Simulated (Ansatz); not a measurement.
# BO (doublet): wave-function methods side by side, cc-pVTZ

Aim: climb from Hartree-Fock through coupled cluster and multireference methods for BO (doublet) at one geometry and basis, and see what each rung misses.

The runs use Ansatz 0.2.0, Gaussian basis; cc-pVTZ, core rule «outside noble gas», up to 2 orbitals frozen.

The runs, in order: UHF; CCSD(T) on ROHF; CCSD(T) on UHF; BCCD(T) on ROHF; CISD as a restricted active space (open shells left free, so some higher excitations enter); CCSDT(Q) on ROHF; CCSDT(Q) on UHF; CASSCF and MRCISD+Q, 9 electrons in 8 orbitals; CASSCF and NEVPT2, 9 electrons in 8 orbitals.

16 further runs of the same task are left out: 2 for a known fault of the program, 3 that didn't finish, 11 set aside as unsound or not needed. Runs told in other sessions of the task aren't counted.

## Step 1: What is computed

The geometry is a PBE0/def2-TZVP stationary point (not a proven minimum).

2 atoms, charge 0, spin multiplicity 2.

Atoms are counted from 1 here; the program's logs count them from 0.

Bond lengths: B1–O2 1.201 Å.

In the tables R marks a restricted open-shell determinant and U an unrestricted one; 'valence' is the active space of 9 electrons in 8 orbitals; energies count from the table's Hartree-Fock row.

## Step 2: UHF

Input file in.yaml:

```yaml
crystal:
  periodic: [false, false, false]
  atoms:
    - {symbol: B, position_ang: [0.000000, 0.000000, 0.000000]}
    - {symbol: O, position_ang: [0.000000, 0.000000, 1.200581]}
basis:
  gaussian: {orbitals: cc-pVTZ}
magnetization: {spin_polarized: true, initial_magnetization: 1}
hamiltonian: {xc: hf}
output: {orbitals: {seedname: orbitals}}
```

Launch:

```sh
$ ansatz run in.yaml --threads 1 --pin off --events-out ev --progress --plain --max-ram 2393MiB
```

Standard output:

```text
Functional definition: HF
  name "HF"
  cite "Fock, Z. Phys. 61, 126 (1930) doi:10.1007/BF01340294"
  parent pbe
  exchange = exact_x
  correlation = 0
469 factors; their error is unknown
mean field evaluation 1: about -2705.0350 eV, gradient 2.9e1 eV
mean field evaluation 2: about -2705.9950 eV, gradient 2.8e1 eV
mean field evaluation 4: about -2708.9399 eV, gradient 1.5e0 eV
mean field evaluation 8: about -2709.0426 eV, gradient 1.0e-1 eV
mean field evaluation 16: about -2705.0577 eV, gradient 2.9e1 eV
mean field -2709.07399052 eV, -99.5566328753 hartree, gradient 1.5e-5 eV, S^2 0.799078; 0 other end points of the search recorded, 0 dependent functions left out
reference -2709.07399052 eV, -99.5566328753 hartree; 7, 6 occupied and 53, 54 virtual orbitals, 469 factors
Total energy: -2709.07399052 eV, -99.5566328753 hartree
```

Run time: 0.18 s. Hardware: 1 thread of Arm Neoverse V2, shared host.

From the report: ⟨S²⟩ of the determinant 0.799 (pure doublet: 0.75).

## Step 3: CCSD(T) on ROHF

Input file in.yaml:

```yaml
crystal:
  periodic: [false, false, false]
  atoms:
    - {symbol: B, position_ang: [0.000000, 0.000000, 0.000000]}
    - {symbol: O, position_ang: [0.000000, 0.000000, 1.200581]}
basis:
  gaussian: {orbitals: cc-pVTZ}
magnetization: {spin_polarized: false, initial_magnetization: 1}
correlation: {method: ccsd_t, electrons: outside_noble_gas}
output: {forces: true}
```

Same command.

Standard output, cut to the lines that bear on the results:

```text
Functional definition: HF
  name "HF"
  cite "Fock, Z. Phys. 61, 126 (1930) doi:10.1007/BF01340294"
  parent pbe
[...]
368 factors; integrals over basis functions are off by at most 1.6e-3 eV
[...]
mean field -2708.98192059 eV, -99.5532493678 hartree, gradient 1.8e-6 eV, S^2 0.750000; 4 other end points of the search recorded, 0 dependent functions left out
[...]
determinant -2708.98192059 eV, -99.5532493678 hartree, with singles and doubles -2717.22231198 eV, -99.8560781659 hartree
determinant -2706.31040037 eV, -99.4550728106 hartree, with singles and doubles -2713.88597093 eV, -99.7334698936 hartree
2 core orbitals not correlated: weight in the atoms' cores, before any rotation towards them, 1.000 or more for the frozen orbitals, at most 0.000 for the correlated occupied ones
reference -2708.98192059 eV, -99.5532493678 hartree; 5, 4 occupied and 53, 54 virtual orbitals, 368 factors
second order -8.19397051 eV of doubles, -0.02526213 eV of singles
cycle   1  -8.18808163 eV  change   -8.4e-1 eV  update   2.4e-2
[...]
cycle  11  -8.22507649 eV  change    2.9e-7 eV  update   2.0e-6
perturbative correction -0.39675777 eV, -0.0145805791 hartree
[...]
Total energy: -2717.60375485 eV, -99.8700959328 hartree
Atom 0 at     0.000000     0.000000     0.000000 Å, force    -0.000000     0.000000    -1.180016 eV/Å
Atom 1 at     0.000000     0.000000     1.200581 Å, force     0.000000     0.000000     1.180016 eV/Å
Dipole moment:     0.000000     0.000000    -0.447038 e Å
```

Run time: 5.5 s. Hardware: 1 thread of Arm Neoverse V2, shared host.

From the report: correlation -8.6218 eV; T1 0.030; largest double amplitude 0.05.

## Step 4: CCSD(T) on UHF

in.yaml: that of step 3 with these lines changed.

```diff
@@ -7,3 +7,3 @@
   gaussian: {orbitals: cc-pVTZ}
-magnetization: {spin_polarized: false, initial_magnetization: 1}
+magnetization: {spin_polarized: true, initial_magnetization: 1}
 correlation: {method: ccsd_t, electrons: outside_noble_gas}
```

Same command.

Standard output, cut to the lines that bear on the results:

```text
Functional definition: HF
  name "HF"
  cite "Fock, Z. Phys. 61, 126 (1930) doi:10.1007/BF01340294"
  parent pbe
[...]
368 factors; integrals over basis functions are off by at most 1.6e-3 eV
[...]
mean field -2709.07398599 eV, -99.5566327087 hartree, gradient 3.5e-6 eV, S^2 0.799078; 3 other end points of the search recorded, 0 dependent functions left out
determinant -2709.07398599 eV, -99.5566327087 hartree, with singles and doubles -2717.19516688 eV, -99.8550806019 hartree
determinant -2706.42438148 eV, -99.4592615392 hartree, with singles and doubles -2713.88459649 eV, -99.7334193839 hartree
2 core orbitals not correlated: weight in the atoms' cores, before any rotation towards them, 1.000 or more for the frozen orbitals, at most 0.000 for the correlated occupied ones
reference -2709.07398599 eV, -99.5566327087 hartree; 5, 4 occupied and 53, 54 virtual orbitals, 368 factors
second order -8.10370150 eV of doubles, -0.00000000 eV of singles
cycle   1  -8.08548411 eV  change   -8.3e-1 eV  update   2.7e-2
[...]
cycle  13  -8.13390658 eV  change   -1.5e-6 eV  update   1.0e-6
perturbative correction -0.39037167 eV, -0.0143458941 hartree
[...]
Total energy: -2717.59826423 eV, -99.8698941562 hartree
Atom 0 at     0.000000     0.000000     0.000000 Å, force     0.000000    -0.000000    -1.126447 eV/Å
Atom 1 at     0.000000     0.000000     1.200581 Å, force    -0.000000     0.000000     1.126447 eV/Å
Dipole moment:    -0.000000    -0.000000    -0.450900 e Å
```

It took 5.5 s on 1 thread of Arm Neoverse V2, shared host.

From the report: ⟨S²⟩ of the determinant 0.799 (pure doublet: 0.75); correlation -8.5243 eV; T1 0.029; largest double amplitude 0.05.

## Step 5: BCCD(T) on ROHF

Input file in.yaml:

```yaml
crystal:
  periodic: [false, false, false]
  atoms:
    - {symbol: B, position_ang: [0.000000, 0.000000, 0.000000]}
    - {symbol: O, position_ang: [0.000000, 0.000000, 1.200581]}
basis:
  gaussian: {orbitals: cc-pVTZ}
magnetization: {spin_polarized: false, initial_magnetization: 1}
correlation: {method: bccd_t, electrons: outside_noble_gas}
```

Launched as before.

Standard output, cut to the lines that bear on the results:

```text
Functional definition: HF
  name "HF"
  cite "Fock, Z. Phys. 61, 126 (1930) doi:10.1007/BF01340294"
  parent pbe
[...]
368 factors; integrals over basis functions are off by at most 1.6e-3 eV
[...]
mean field -2708.98192059 eV, -99.5532493678 hartree, gradient 1.8e-6 eV, S^2 0.750000; 4 other end points of the search recorded, 0 dependent functions left out
[...]
determinant -2708.98192059 eV, -99.5532493678 hartree, with singles and doubles -2717.22231198 eV, -99.8560781659 hartree
determinant -2706.31040037 eV, -99.4550728106 hartree, with singles and doubles -2713.88597093 eV, -99.7334698936 hartree
2 core orbitals not correlated: weight in the atoms' cores, before any rotation towards them, 1.000 or more for the frozen orbitals, at most 0.000 for the correlated occupied ones
reference -2708.98192059 eV, -99.5532493678 hartree; 5, 4 occupied and 53, 54 virtual orbitals, 368 factors
second order -8.19397051 eV of doubles, -0.02526213 eV of singles
cycle   1  -8.13364561 eV  change   -7.9e-1 eV  update   3.2e-2
[...]
cycle  11  -8.18590101 eV  change   -1.0e-6 eV  update   5.6e-6
perturbative correction -0.43528806 eV, -0.0159965412 hartree
Total energy: -2717.60310966 eV, -99.8700722224 hartree
```

Run time: 2.1 s. Hardware: 1 thread of Arm Neoverse V2, shared host.

From the report: correlation -8.6212 eV; largest double amplitude 0.05.

## Step 6: CISD as a restricted active space (open shells left free, so some higher excitations enter)

in.yaml: that of step 5 with these lines changed.

```diff
@@ -8,2 +8,2 @@
 magnetization: {spin_polarized: false, initial_magnetization: 1}
-correlation: {method: bccd_t, electrons: outside_noble_gas}
+correlation: {active_space: {ras: {orbitals: [4, 1, 53], electrons: 9, max_holes: 2, max_particles: 2}, fixed_orbitals: true}}
```

The command is unchanged.

Standard output:

```text
Functional definition: HF
  name "HF"
  cite "Fock, Z. Phys. 61, 126 (1930) doi:10.1007/BF01340294"
  parent pbe
  exchange = exact_x
  correlation = 0
368 factors; integrals over basis functions are off by at most 1.6e-3 eV
mean field evaluation 1: about -2705.0679 eV, gradient 4.0e1 eV
mean field evaluation 2: about -2705.0693 eV, gradient 4.0e1 eV
mean field evaluation 4: about -2708.7916 eV, gradient 4.5e0 eV
mean field evaluation 8: about -2708.9819 eV, gradient 9.0e-2 eV
mean field evaluation 16: about -2706.3102 eV, gradient 1.7e-1 eV
mean field -2708.98192059 eV, -99.5532493678 hartree, gradient 1.8e-6 eV, S^2 0.750000; 4 other end points of the search recorded, 0 dependent functions left out
reference -2708.98192059 eV, -99.5532493678 hartree; 7, 6 occupied and 53, 54 virtual orbitals, 368 factors
state -2716.74425453 eV, -99.8385098787 hartree
Total energy: -2716.74425453 eV, -99.8385098787 hartree
```

Run time: 2.2 s. Hardware: 1 thread of Arm Neoverse V2, shared host.

From the report: 30,790 determinants.

## Step 7: CCSDT(Q) on ROHF

in.yaml: that of step 6 with these lines changed.

```diff
@@ -8,2 +8,2 @@
 magnetization: {spin_polarized: false, initial_magnetization: 1}
-correlation: {active_space: {ras: {orbitals: [4, 1, 53], electrons: 9, max_holes: 2, max_particles: 2}, fixed_orbitals: true}}
+correlation: {method: ccsdt_q, electrons: outside_noble_gas}
```

Same command.

Standard output, cut to the lines that bear on the results:

```text
Functional definition: HF
  name "HF"
  cite "Fock, Z. Phys. 61, 126 (1930) doi:10.1007/BF01340294"
  parent pbe
[...]
704 factors; integrals over basis functions are off by at most 1.7e-7 eV
[...]
mean field -2708.98194397 eV, -99.5532502271 hartree, gradient 2.2e-6 eV, S^2 0.750000; 4 other end points of the search recorded, 0 dependent functions left out
[...]
determinant -2708.98194397 eV, -99.5532502271 hartree, with singles and doubles -2717.22234411 eV, -99.8560793466 hartree
determinant -2706.31041947 eV, -99.4550735123 hartree, with singles and doubles -2713.88600746 eV, -99.7334712363 hartree
2 core orbitals not correlated: weight in the atoms' cores, before any rotation towards them, 1.000 or more for the frozen orbitals, at most 0.000 for the correlated occupied ones
reference -2708.98194397 eV, -99.5532502271 hartree; 5, 4 occupied and 53, 54 virtual orbitals, 704 factors
second order -8.19398011 eV of doubles, -0.02526224 eV of singles
cycle   1  -7.85204782 eV  change    3.7e-1 eV  update   1.1e-1
[...]
cycle  19  -8.63151172 eV  change   -4.0e-8 eV  update   5.9e-7
perturbative correction -0.01943883 eV, -0.0007143637 hartree
Total energy: -2717.63289452 eV, -99.8711667959 hartree
```

Wall time 65 s (1 thread of Arm Neoverse V2, shared host); peak memory 0.75 GiB.

From the report: correlation -8.6510 eV; T1 0.030; largest double amplitude 0.06.

## Step 8: CCSDT(Q) on UHF

in.yaml: that of step 7 with these lines changed.

```diff
@@ -7,3 +7,3 @@
   gaussian: {orbitals: cc-pVTZ}
-magnetization: {spin_polarized: false, initial_magnetization: 1}
+magnetization: {spin_polarized: true, initial_magnetization: 1}
 correlation: {method: ccsdt_q, electrons: outside_noble_gas}
```

Same command.

Standard output, cut to the lines that bear on the results:

```text
Functional definition: HF
  name "HF"
  cite "Fock, Z. Phys. 61, 126 (1930) doi:10.1007/BF01340294"
  parent pbe
[...]
704 factors; integrals over basis functions are off by at most 1.7e-7 eV
[...]
mean field -2709.07400974 eV, -99.5566335817 hartree, gradient 2.8e-6 eV, S^2 0.799078; 3 other end points of the search recorded, 0 dependent functions left out
determinant -2709.07400974 eV, -99.5566335817 hartree, with singles and doubles -2717.19519972 eV, -99.8550818088 hartree
determinant -2706.42440060 eV, -99.4592622419 hartree, with singles and doubles -2713.88463257 eV, -99.7334207099 hartree
2 core orbitals not correlated: weight in the atoms' cores, before any rotation towards them, 1.000 or more for the frozen orbitals, at most 0.000 for the correlated occupied ones
reference -2709.07400974 eV, -99.5566335817 hartree; 5, 4 occupied and 53, 54 virtual orbitals, 704 factors
second order -8.10370995 eV of doubles, -0.00000000 eV of singles
cycle   1  -7.75736960 eV  change    3.5e-1 eV  update   1.1e-1
[...]
cycle  19  -8.53905616 eV  change   -3.9e-8 eV  update   6.8e-7
perturbative correction -0.02902935 eV, -0.0010668089 hartree
Total energy: -2717.64209525 eV, -99.8715049164 hartree
```

Run time: 57 s. Hardware: 1 thread of Arm Neoverse V2, shared host; peak memory 0.64 GiB.

From the report: ⟨S²⟩ of the determinant 0.799 (pure doublet: 0.75); correlation -8.5681 eV; T1 0.031; largest double amplitude 0.06.

## Step 9: CASSCF and MRCISD+Q, 9 electrons in 8 orbitals

Input file in.yaml:

```yaml
crystal:
  periodic: [false, false, false]
  atoms:
    - {symbol: B, position_ang: [0.000000, 0.000000, 0.000000]}
    - {symbol: O, position_ang: [0.000000, 0.000000, 1.200581]}
basis:
  gaussian: {orbitals: cc-pVTZ}
magnetization: {spin_polarized: false, initial_magnetization: 1}
correlation: {method: fic_mrcisd_q, electrons: outside_noble_gas, active_space: {window: {electrons: 9, orbitals: 8}, shells: [{species: B, l: s, shell: 2}, {species: B, l: p, shell: 2}, {species: O, l: s, shell: 2}, {species: O, l: p, shell: 2}]}}
```

The command is unchanged.

Standard output, cut to the lines that bear on the results:

```text
Functional definition: HF
  name "HF"
  cite "Fock, Z. Phys. 61, 126 (1930) doi:10.1007/BF01340294"
  parent pbe
[...]
704 factors; integrals over basis functions are off by at most 1.7e-7 eV
[...]
mean field -2708.98194397 eV, -99.5532502271 hartree, gradient 2.2e-6 eV, S^2 0.750000; 4 other end points of the search recorded, 0 dependent functions left out
reference -2708.98194397 eV, -99.5532502271 hartree; 7, 6 occupied and 53, 54 virtual orbitals, 704 factors
state -2712.29601350 eV, -99.6750400360 hartree
contracted CI cycle   1: correlation 0.00000000 eV, 0.0000000000 hartree, residual 2.92e1 eV
contracted CI cycle   2: correlation -4.88590323 eV, -0.1795536318 hartree, residual 5.07e0 eV
contracted CI cycle   3: correlation -5.04795290 eV, -0.1855088475 hartree, residual 1.17e0 eV
contracted CI cycle   4: correlation -5.05805943 eV, -0.1858802556 hartree, residual 3.19e-1 eV
contracted CI cycle   5: correlation -5.05884264 eV, -0.1859090382 hartree, residual 9.46e-2 eV
contracted CI cycle   6: correlation -5.05889699 eV, -0.1859110354 hartree, residual 2.88e-2 eV
contracted CI cycle   7: correlation -5.05890179 eV, -0.1859112119 hartree, residual 7.62e-3 eV
contracted CI cycle   8: correlation -5.05890217 eV, -0.1859112255 hartree, residual 1.89e-3 eV
contracted CI cycle   9: correlation -5.05890219 eV, -0.1859112264 hartree, residual 5.35e-4 eV
state -2712.29601350 eV, -99.6750400360 hartree; corrected -2717.58238842 eV, -99.8693107310 hartree
Total energy: -2717.58238842 eV, -99.8693107310 hartree
Checks for a lower state left out: starts, orbital_swaps
```

Run time: 3.4 s. Hardware: 1 thread of Arm Neoverse V2, shared host; peak memory 0.25 GiB.

From the report: 1,000 determinants; active occupations 2.00, 1.98, 1.96, 1.96, 1.00, 0.05, 0.05, 0.02.

## Step 10: CASSCF and NEVPT2, 9 electrons in 8 orbitals

Input file in.yaml:

```yaml
crystal:
  periodic: [false, false, false]
  atoms:
    - {symbol: B, position_ang: [0.000000, 0.000000, 0.000000]}
    - {symbol: O, position_ang: [0.000000, 0.000000, 1.200581]}
basis:
  gaussian: {orbitals: cc-pVTZ}
magnetization: {spin_polarized: false, initial_magnetization: 1}
correlation: {method: sc_nevpt2, electrons: outside_noble_gas, active_space: {window: {electrons: 9, orbitals: 8}, shells: [{species: B, l: s, shell: 2}, {species: B, l: p, shell: 2}, {species: O, l: s, shell: 2}, {species: O, l: p, shell: 2}]}}
```

Same command.

Standard output:

```text
Functional definition: HF
  name "HF"
  cite "Fock, Z. Phys. 61, 126 (1930) doi:10.1007/BF01340294"
  parent pbe
  exchange = exact_x
  correlation = 0
704 factors; integrals over basis functions are off by at most 1.7e-7 eV
mean field evaluation 1: about -2705.0671 eV, gradient 4.0e1 eV
mean field evaluation 2: about -2705.0690 eV, gradient 4.0e1 eV
mean field evaluation 4: about -2708.7915 eV, gradient 4.5e0 eV
mean field evaluation 8: about -2708.9819 eV, gradient 8.9e-2 eV
mean field evaluation 16: about -2706.3103 eV, gradient 1.8e-1 eV
mean field -2708.98194397 eV, -99.5532502271 hartree, gradient 2.2e-6 eV, S^2 0.750000; 4 other end points of the search recorded, 0 dependent functions left out
reference -2708.98194397 eV, -99.5532502271 hartree; 7, 6 occupied and 53, 54 virtual orbitals, 704 factors
state -2712.29601350 eV, -99.6750400360 hartree
state -2712.29601350 eV, -99.6750400360 hartree; corrected -2716.69316656 eV, -99.8366324304 hartree
Total energy: -2716.69316656 eV, -99.8366324304 hartree
Checks for a lower state left out: starts, orbital_swaps
```

It took 2.1 s on 1 thread of Arm Neoverse V2, shared host.

From the report: 1,000 determinants; active occupations 2.00, 1.98, 1.96, 1.96, 1.00, 0.05, 0.05, 0.02.

## Step 11: How many determinants matter

Natural occupations of the CASSCF valence state about the gap (report; correlated orbitals 1 to 8): 1.998, 1.978, 1.955, 1.955, 1.003, 0.046, 0.046, 0.019. The count of effectively unpaired electrons, Σ n²(2 − n)², is 1.04; a single determinant of this spin has 1.

## Step 12: Misses and costs

The yardstick is UCCSDT(Q), where the cluster series has nearly closed. Rows without a time are mean-field rows or come out of runs for another level: lower rungs of the coupled-cluster runs, CASSCF and MRCISD of the multireference runs, or the Hartree-Fock search. The times of RCCSD(T), UCCSD(T) include forces.

Differences are taken before rounding.

| method | energy from the lowest ROHF (meV) | from UCCSDT(Q) (meV) | time |
| --- | --- | --- | --- |
| ROHF | 0.0 | +8660.2 |  |
| UHF | -92.1 | +8568.1 |  |
| RMP2 | -8219.2 | +440.9 |  |
| UMP2 | -8195.8 | +464.4 |  |
| CISD | -7762.3 | +897.8 | 2.2 s |
| RCCSD | -8225.1 | +435.1 |  |
| UCCSD | -8226.0 | +434.2 |  |
| RCCSD(T) | -8621.8 | +38.3 | 5.5 s |
| UCCSD(T) | -8616.3 | +43.8 | 5.5 s |
| BCCD(T) | -8621.2 | +39.0 | 2.1 s |
| RCCSDT | -8631.5 | +28.6 |  |
| UCCSDT | -8631.1 | +29.0 |  |
| RCCSDT(Q) | -8651.0 | +9.2 | 65 s |
| UCCSDT(Q) | -8660.2 | 0 | 57 s |
| CASSCF valence | -3314.1 | +5346.1 |  |
| NEVPT2 valence | -7711.2 | +948.9 | 2.1 s |
| MRCISD valence | -8373.0 | +287.2 |  |
| MRCISD+Q valence | -8600.5 | +59.7 | 3.4 s |

Among the levels timed on like hardware and quicker than the yardstick, those that no quicker one beats, quickest first: BCCD(T) (2.1 s, +39.0 meV); RCCSD(T) (5.5 s, +38.3 meV).

With the free atoms at the same levels and basis (separate runs), the atomisation energy is 8.128 eV at UCCSDT(Q), 8.113 eV at RCCSD(T), 8.104 eV at UCCSD(T), 5.972 eV at ROHF.

## Step 13: Results

```
                         quantity                                         value
    UCCSDT(Q) from the ROHF energy                                    -8.6602 eV
              RMP2 from UCCSDT(Q)                                    +440.9 meV
              UMP2 from UCCSDT(Q)                                    +464.4 meV
             RCCSD from UCCSDT(Q)                                    +435.1 meV
          RCCSD(T) from UCCSDT(Q)                                     +38.3 meV
          UCCSD(T) from UCCSDT(Q)                                     +43.8 meV
         RCCSDT(Q) from UCCSDT(Q)                                      +9.2 meV
    NEVPT2 valence from UCCSDT(Q)                                    +948.9 meV
  MRCISD+Q valence from UCCSDT(Q)                                     +59.7 meV
levels within 1 kcal/mol (43 meV)  RCCSD(T), BCCD(T), RCCSDT, UCCSDT, RCCSDT(Q)
                    T1 diagnostic                                         0.030
   effectively unpaired electrons                                          1.04
```

RCCSD(T) misses by +38.3 meV, 0.4 % of the correlation energy. One determinant dominates. Of the multireference levels listed MRCISD+Q valence comes nearest in total energy (+59.7 meV), which doesn't show that its space is the better one. These misses are within one basis, not against nature; the frozen cores of restricted and unrestricted runs differ, which can shift their rows.

With open shells the CI space here admits some higher excitations, so it is larger than plain CISD.

RCCSD(T) reaches 38.3 meV from the reference in 5.5 s, where UCCSDT(Q) took 57 s; the quickest level in the cost chart, BCCD(T), takes 2.1 s and misses by 39.0 meV.
